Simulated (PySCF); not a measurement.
**Curvature of the energy in the electron number along group 15, charge -1**

Calculated with PySCF 2.14, in aug-cc-pV(T+d)Z, non-relativistic, aug-cc-pVTZ-DK, spin-free X2C, aug-cc-pVTZ-DK3, spin-free X2C, aug-cc-pVTZ-PP with ECP60MDF, ECP: one orbital is emptied in steps, and each cell gives the departure of E from the straight line at half an electron, in eV (from a cubic fit). The exact functional gives zero.

| species | orbital | LDA | PBE | r2SCAN | PBE0 | BHandHLYP | LC-wPBE |
| --- | --- | --- | --- | --- | --- | --- | --- |
| P- | 3p beta | -0.74 | -0.70 | -0.64 | -0.47 | -0.28 | 0.11 |
| As- | 4p beta | -0.71 | -0.67 | -0.60 | -0.45 | -0.28 | 0.10 |
| Sb- | 5p beta | -0.66 | -0.62 | -0.56 | -0.42 | -0.27 | 0.11 |
| Bi- | 6p beta | -0.64 | -0.60 | -0.53 | -0.41 | -0.27 | 0.10 |

Problem. How does the mean departure depend on the functional?

Solution. LDA -0.69 eV; PBE -0.65 eV; r2SCAN -0.58 eV; PBE0 -0.44 eV; BHandHLYP -0.28 eV; LC-wPBE 0.10 eV. Semilocal functionals are convex (delocalisation error), and exact exchange removes curvature roughly in proportion to its share, so among the functionals the range-separated hybrids usually come closest to zero.

At the full anion the orbital energy is positive in some cells, where the basis helps to hold the electron.

No spin-orbit coupling is included.
